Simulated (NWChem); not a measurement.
Program: NWChem. System: Al, charge 0, spin multiplicity 2. Its SCF solution wasn't tested for a lower state. Level: URI-MP2/cc-pVDZ, 5 core orbitals frozen.

The NWChem input:

```
start mol
memory heap 200 mb stack 900 mb global 1100 mb
geometry units angstroms nocenter noautoz
  Al     0.000000     0.000000     0.000000
  symmetry group D2h
end
basis spherical
  * library cc-pvdz
end
basis "ri-mp2 basis" spherical
  * library cc-pvdz-ri
end
scf
  uhf
  nopen 1
  maxiter 100
  thresh 1e-7
  semidirect memsize 60000000 filesize 0
  # guess.movecs holds the orbitals of an unrestricted PBE0 run
  vectors input guess.movecs output mol.movecs
end
mp2
  freeze core 5
end
task rimp2 energy
```

Output (cleaned and shortened):

```
             Northwest Computational Chemistry Package (NWChem) 7.3.0
             --------------------------------------------------------

                                NWChem Input Module
                                -------------------

 Scaling coordinates for geometry "geometry" by  1.889725989
 (inverse scale =  0.529177249)

                             Geometry "geometry" -> ""
                             -------------------------

 Output coordinates in angstroms (scale by  1.889725989 to convert to a.u.)

  No.       Tag          Charge          X              Y              Z
 ---- ---------------- ---------- -------------- -------------- --------------
    1 Al                  13.0000     0.00000000     0.00000000     0.00000000

 Effective nuclear repulsion energy (a.u.)       0.0000000000

            Nuclear Dipole moment (a.u.)
            ----------------------------
        X                 Y               Z
 ---------------- ---------------- ----------------
     0.0000000000     0.0000000000     0.0000000000

      Symmetry information
      --------------------

 Group name             D2h
 Group number             26
 Group order               8
 No. of unique centers     1

      Symmetry unique atoms

     1


 Summary of "ao basis" -> "" (spherical)
 ------------------------------------------------------------------------------
       Tag                 Description            Shells   Functions and Types
 ---------------- ------------------------------  ------  ---------------------
 *                          cc-pvdz                   on all atoms

 Summary of "ri-mp2 basis" -> "" (spherical)
 ------------------------------------------------------------------------------
       Tag                 Description            Shells   Functions and Types
 ---------------- ------------------------------  ------  ---------------------
 *                         cc-pvdz-ri                 on all atoms

 Summary of "ao basis" -> "ao basis" (spherical)
 ------------------------------------------------------------------------------
       Tag                 Description            Shells   Functions and Types
 ---------------- ------------------------------  ------  ---------------------
 Al                         cc-pvdz                  8       18   4s3p1d

                                 NWChem SCF Module
                                 -----------------

  ao basis        = "ao basis"
  functions       =    18
  atoms           =     1
  alpha electrons =     7
  beta  electrons =     6
  charge          =   0.00
  wavefunction    = UHF
  use symmetry    = T
  symmetry adapt  = T

 Summary of "ao basis" -> "ao basis" (spherical)
 ------------------------------------------------------------------------------
       Tag                 Description            Shells   Functions and Types
 ---------------- ------------------------------  ------  ---------------------
 Al                         cc-pvdz                  8       18   4s3p1d

      Symmetry analysis of basis
      --------------------------

        ag          6
        au          0
        b1g         1
        b1u         3
        b2g         1
        b2u         3
        b3g         1
        b3u         3

 Forming initial guess at       0.1s

   Symmetry analysis of molecular orbitals - initial alpha
   -------------------------------------------------------

  Numbering of irreducible representations:

     1 ag          2 au          3 b1g         4 b1u         5 b2g
     6 b2u         7 b3g         8 b3u

  Orbital symmetries:

     1 ag          2 ag          3 b2u         4 b1u         5 b3u
     6 ag          7 b3u         8 b2u         9 b1u        10 ag
    11 b3u        12 b2u        13 b1u        14 b2g        15 b1g
    16 ag         17 ag

   Symmetry analysis of molecular orbitals - initial beta
   ------------------------------------------------------

  Numbering of irreducible representations:

     1 ag          2 au          3 b1g         4 b1u         5 b2g
     6 b2u         7 b3g         8 b3u

  Orbital symmetries:

     1 ag          2 ag          3 b1u         4 b2u         5 b3u
     6 ag          7 b1u         8 b2u         9 b3u        10 ag
    11 b2u        12 b1u        13 b3u        14 ag         15 b3g
    16 b2g        17 b1g

 Starting SCF solution at       0.1s

 ----------------------------------------------
         Quadratically convergent UHF

 Convergence threshold     :          1.000E-07
 Maximum no. of iterations :          100
 Integral*density screening:          1.000E-09
 ----------------------------------------------

              iter       energy          gnorm     gmax       time
             ----- ------------------- --------- --------- --------
                 1     -241.8714396945  1.32D-01  5.22D-02      0.2
                 2     -241.8735057071  2.74D-03  1.50D-03      0.2
                 3     -241.8735095887  5.33D-06  1.90D-06      0.2
                 4     -241.8735095887  8.64D-09  6.69D-09      0.2

       Final UHF  results
       ------------------

         Total SCF energy =   -241.873509588660
      One electron energy =   -336.650141675732
      Two electron energy =     94.776632087071
 Nuclear repulsion energy =      0.000000000000

                       Sz =      0.5000
                 Sz(Sz+1) =      0.7500
                      S^2 =      0.7644

        Time for solution =      0.2s

       Symmetry analysis of molecular orbitals - alpha
       -----------------------------------------------

  Numbering of irreducible representations:
[...]
  ----- ------------  ---------------      ----- ------------  ---------------
    11      0.639296  1 Al px                 8      0.471209  1 Al px

 Vector    8  Occ=0.000000D+00  E= 2.622364D-02  Symmetry=b2u
              MO Center=  1.9D-32,  1.4D-18,  1.2D-32, r^2= 4.7D+00
   Bfn.  Coefficient  Atom+Function         Bfn.  Coefficient  Atom+Function
  ----- ------------  ---------------      ----- ------------  ---------------
    12      0.814585  1 Al py                 9      0.266967  1 Al py

 Vector    9  Occ=0.000000D+00  E= 2.622364D-02  Symmetry=b1u
              MO Center=  1.5D-30,  8.5D-31,  2.9D-24, r^2= 4.7D+00
   Bfn.  Coefficient  Atom+Function         Bfn.  Coefficient  Atom+Function
  ----- ------------  ---------------      ----- ------------  ---------------
    13      0.814585  1 Al pz                10      0.266967  1 Al pz

 Vector   10  Occ=0.000000D+00  E= 2.721405D-01  Symmetry=ag
              MO Center=  1.0D-17, -1.5D-18,  2.1D-21, r^2= 5.1D+00
   Bfn.  Coefficient  Atom+Function         Bfn.  Coefficient  Atom+Function
  ----- ------------  ---------------      ----- ------------  ---------------
     4     -1.881343  1 Al s                  3      1.862446  1 Al s
     2      0.917062  1 Al s

                     UHF Final Beta Molecular Orbital Analysis
                     -----------------------------------------

 Vector    4  Occ=1.000000D+00  E=-3.214463D+00  Symmetry=b2u
              MO Center=  1.8D-41,  6.8D-23,  3.1D-41, r^2= 1.3D-01
   Bfn.  Coefficient  Atom+Function         Bfn.  Coefficient  Atom+Function
  ----- ------------  ---------------      ----- ------------  ---------------
     6      1.000367  1 Al py

 Vector    5  Occ=1.000000D+00  E=-3.204849D+00  Symmetry=b3u
              MO Center= -4.4D-22, -2.2D-34, -2.9D-34, r^2= 1.3D-01
   Bfn.  Coefficient  Atom+Function         Bfn.  Coefficient  Atom+Function
  ----- ------------  ---------------      ----- ------------  ---------------
     5      1.000098  1 Al px

 Vector    6  Occ=1.000000D+00  E=-3.621662D-01  Symmetry=ag
              MO Center=  3.1D-37, -5.0D-36,  2.6D-21, r^2= 2.2D+00
   Bfn.  Coefficient  Atom+Function         Bfn.  Coefficient  Atom+Function
  ----- ------------  ---------------      ----- ------------  ---------------
     3      0.559522  1 Al s                  4      0.512255  1 Al s

 Vector    7  Occ=0.000000D+00  E= 3.561622D-02  Symmetry=b2u
              MO Center=  5.0D-33, -1.6D-19, -1.0D-31, r^2= 4.7D+00
   Bfn.  Coefficient  Atom+Function         Bfn.  Coefficient  Atom+Function
  ----- ------------  ---------------      ----- ------------  ---------------
    12      0.817166  1 Al py                 9      0.263694  1 Al py

 Vector    8  Occ=0.000000D+00  E= 3.561622D-02  Symmetry=b1u
              MO Center= -4.6D-38, -8.3D-38, -1.1D-21, r^2= 4.7D+00
   Bfn.  Coefficient  Atom+Function         Bfn.  Coefficient  Atom+Function
  ----- ------------  ---------------      ----- ------------  ---------------
    13      0.817166  1 Al pz                10      0.263694  1 Al pz

 Vector    9  Occ=0.000000D+00  E= 7.356791D-02  Symmetry=b3u
              MO Center=  1.2D-16,  1.7D-16,  2.4D-16, r^2= 4.9D+00
   Bfn.  Coefficient  Atom+Function         Bfn.  Coefficient  Atom+Function
  ----- ------------  ---------------      ----- ------------  ---------------
    11      0.855269  1 Al px                 8      0.214336  1 Al px

 center of mass
 --------------
 x =   0.00000000 y =   0.00000000 z =   0.00000000

 moments of inertia (a.u.)
 ------------------
           0.000000000000           0.000000000000           0.000000000000
           0.000000000000           0.000000000000           0.000000000000
           0.000000000000           0.000000000000           0.000000000000

  Mulliken analysis of the total density
  --------------------------------------

    Atom       Charge   Shell Charges
 -----------   ------   -------------------------------------------------------
    1 Al  13    13.00   2.00  2.00  1.03  0.96  6.00  0.41  0.59  0.01

  Mulliken analysis of the alpha density
  --------------------------------------

    Atom       Charge   Shell Charges
 -----------   ------   -------------------------------------------------------
    1 Al  13     7.00   1.00  1.00  0.50  0.49  3.00  0.41  0.59  0.00

   Mulliken analysis of the beta density
   -------------------------------------

    Atom       Charge   Shell Charges
 -----------   ------   -------------------------------------------------------
    1 Al  13     6.00   1.00  1.00  0.52  0.47  3.00 -0.00 -0.00  0.00

   Mulliken analysis of the spin density
   -------------------------------------

    Atom       Charge   Shell Charges
 -----------   ------   -------------------------------------------------------
    1 Al  13     1.00  -0.00 -0.00 -0.02  0.02 -0.00  0.41  0.59  0.00

       Multipole analysis of the density wrt the origin
       ------------------------------------------------

     L   x y z        total         alpha         beta         nuclear
     -   - - -        -----         -----         ----         -------
     0   0 0 0     -0.000000     -7.000000     -6.000000     13.000000

     1   1 0 0      0.000000      0.000000      0.000000      0.000000
     1   0 1 0      0.000000      0.000000     -0.000000      0.000000
     1   0 0 1      0.000000      0.000000     -0.000000      0.000000

     2   2 0 0    -14.555455    -11.600666     -2.954789      0.000000
     2   1 1 0     -0.000000     -0.000000     -0.000000      0.000000
     2   1 0 1     -0.000000     -0.000000     -0.000000      0.000000
     2   0 2 0     -9.136856     -5.779921     -3.356935      0.000000
     2   0 1 1     -0.000000      0.000000     -0.000000      0.000000
     2   0 0 2     -9.136856     -5.779921     -3.356935      0.000000

                               NWChem RI-MP2 Module
                               --------------------

 Summary of "ri-mp2 basis" -> "ri-mp2 basis" (spherical)
 ------------------------------------------------------------------------------
       Tag                 Description            Shells   Functions and Types
 ---------------- ------------------------------  ------  ---------------------
 Al                        cc-pvdz-ri               24       76   9s7p5d3f

 SCF Reference Information:
            File: './mol.movecs'
           Title: ''
    Size (AOxMO):     18 x (     18,     18)
       Total Occ:                 7.00,   6.00
 RI-MP2 Calculation Information:
          Nr. of AO basis functions:         18
     Nr. of fitting basis functions:         76
               Nr. of MO spin cases:          2
        Nr. of MOs to be correlated:         13         13
     Nr. of occupied MOs correlated:          2          1
      Nr. of virtual MOs correlated:         11         12

          RI integral approximation: 'V'
    Threshold for Schwarz screening:  1.000E-09
 Smallest eigenvalue retained in fit  1.000E-08
    Type of storage for MO integrals 'EAF library'

 Transformation block size    2, requiring     1 integral passes.
 XForm_3cInts: Completed     1:    2 pass.
 Transformation block size    1, requiring     1 integral passes.
 XForm_3cInts: Completed     1:    1 pass.
 Energy evaluation using block sizes     2    2
 RIMP2_V_E2: Approx. ints. done (    1:    2,    1:    2)
 RIMP2_V_E2: Copy to B done (    1:    2,    1:    2)
 RIMP2_V_E2: Denominators done (    1:    2,    1:    2)
 RIMP2_V_E2: Completed block (    1:    2,    1:    2)
 RIMP2_V_E2: Approx. ints. done (    1:    2,    1:    1)
 RIMP2_V_E2: Copy to B done (    1:    2,    1:    1)
 RIMP2_V_E2: Denominators done (    1:    2,    1:    1)
 RIMP2_V_E2: Completed block (    1:    2,    1:    1)
 RIMP2_V_E2: Approx. ints. done (    1:    1,    1:    1)
 RIMP2_V_E2: Copy to B done (    1:    1,    1:    1)
 RIMP2_V_E2: Denominators done (    1:    1,    1:    1)
 RIMP2_V_E2: Completed block (    1:    1,    1:    1)

          -------------------------------------------
          SCF energy                -241.873509588660
          Correlation energy          -0.030576597352
          Total MP2 energy          -241.904086186013
          -------------------------------------------

 -----------------------
 Performance information
 -----------------------

 Timer overhead =  2.23D-07 seconds/call

               Nr. of calls         CPU time (s)                 Wall time (s)                GFlops
             ---------------    -------------------     ------------------------------   -------------------
Name         Min   Avg   Max    Min     Avg     Max     Min     Avg     Max   Mx/calls   Min     Max     Sum
Overall       1     1     1   0.27    0.27    0.27     0.27    0.27    0.27    0.27      0.0     0.0     0.0
3c integr     2     2     2   2.94E-2 2.94E-2 2.94E-2  2.94E-2 2.94E-2 2.94E-2 1.47E-2   0.0     0.0     0.0
Energy        1     1     1   1.02E-3 1.02E-3 1.02E-3  1.02E-3 1.02E-3 1.02E-3 1.02E-3   0.0     0.0     0.0
3c integr     2     2     2   2.81E-2 2.81E-2 2.81E-2  2.81E-2 2.81E-2 2.81E-2 1.41E-2   0.0     0.0     0.0
First 2/3     6     6     6   1.60E-4 1.60E-4 1.60E-4  1.60E-4 1.60E-4 1.60E-4 2.67E-5   0.0     0.0     0.0
Final 1/3     2     2     2   2.38E-4 2.38E-4 2.38E-4  2.38E-4 2.38E-4 2.38E-4 1.19E-4   0.0     0.0     0.0
Write 3c      2     2     2   3.19E-4 3.19E-4 3.19E-4  3.19E-4 3.19E-4 3.19E-4 1.59E-4   0.0     0.0     0.0
Read 3c i     3     3     3   6.84E-5 6.84E-5 6.84E-5  6.84E-5 6.84E-5 6.84E-5 2.28E-5   0.0     0.0     0.0
Fitting b     1     1     1   5.57E-3 5.57E-3 5.57E-3  5.57E-3 5.57E-3 5.57E-3 5.57E-3   0.0     0.0     0.0
Schwarz i     1     1     1   6.81E-3 6.81E-3 6.81E-3  6.81E-3 6.81E-3 6.81E-3 6.81E-3   0.0     0.0     0.0
Form 4ci      3     3     3   5.25E-5 5.25E-5 5.25E-5  5.24E-5 5.24E-5 5.24E-5 1.75E-5   0.0     0.0     0.0
Form A &      3     3     3   1.83E-4 1.83E-4 1.83E-4  1.83E-4 1.83E-4 1.83E-4 6.09E-5   0.0     0.0     0.0
Denominat     3     3     3   6.82E-6 6.82E-6 6.82E-6  6.84E-6 6.84E-6 6.84E-6 2.28E-6   0.0     0.0     0.0
Pair Ener     3     3     3   8.46E-5 8.46E-5 8.46E-5  8.46E-5 8.46E-5 8.46E-5 2.82E-5   0.0     0.0     0.0

 The average no. of pstat calls per process was 3.30D+01
 with a timing overhead of 7.35D-06s

 Task  times  cpu:        0.3s     wall:        0.3s

 Total times  cpu:        0.3s     wall:        0.3s
```
